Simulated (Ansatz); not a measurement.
`BOB` → 2 B• + 4 H• + O•  (atomization)

Isolated molecules relaxed with PBE0-D4/def2-TZVP in Ansatz; ΔE leaves out vibrations. CCSD(T)/CBS is frozen-core, at the limit of the def2 triple- and quadruple-zeta sets. DFT in def2-TZVPP. No spin–orbit coupling; open shells (•) take unrestricted orbitals. Spin–orbit coupling would lower the free atoms: a little for B, O.

`BOB`:

Cartesian coordinates in Å:
```
B -0.125 0.964 0.721
O 0.408 0.391 -0.398
B 0.192 -0.900 -0.786
H -0.840 0.318 1.436
H 0.151 2.106 0.940
H 0.724 -1.269 -1.791
H -0.510 -1.610 -0.122
```

```
             level  ΔE (kcal/mol)  difference from CCSD(T)/CBS
           PBE0-D4          629.6                          1.3
          BHLYP-D4          622.9                         -5.4
           ωB97X-V          632.2                          3.9
           ωB97M-V          635.2                          6.9
          PBE-QIDH          628.3                          0.0
             BHLYP          620.9                         -7.4
  CCSD(T)/def2-SVP          606.2                        -22.1
     HF/def2-TZVPP          498.2                       -130.1
    MP2/def2-TZVPP          628.4                          0.1
    MP2/def2-QZVPP          636.1                          7.8
SCS-MP2/def2-QZVPP          635.3                          7.0
    CCSD/CBS(def2)          621.2                         -7.1
  CCSD/cc-pV(D+d)Z          581.1                        -47.2
    HF/cc-pV(T+d)Z          498.4                       -129.9
  CCSD/cc-pV(Q+d)Z          616.8                        -11.5
       MP2/CBS(cc)          641.6                         13.3
       CCSD(T)/CBS          628.3                            0
```

Largest T1 diagnostic among the species: 0.014.

The D4 term adds +2.8 kcal/mol with B3LYP and +1.4 kcal/mol with PBE0; it sums over pairs of atoms, weighted by their polarisabilities, and B3LYP, whose exchange is more repulsive, gets the larger term. From BLYP to BHLYP (50 % exact exchange), in def2-TZVPP and without D4, ΔE moves by −7.5 kcal/mol: exact exchange takes away binding that semilocal exchange gives to molecules.

B3LYP here is the variant with VWN-RPA as its local correlation; programs differ in this.

CCSD(T)/CBS has its own doubt, a few kJ/mol and more with outer-core shells, so smaller differences from it don't rank the levels.
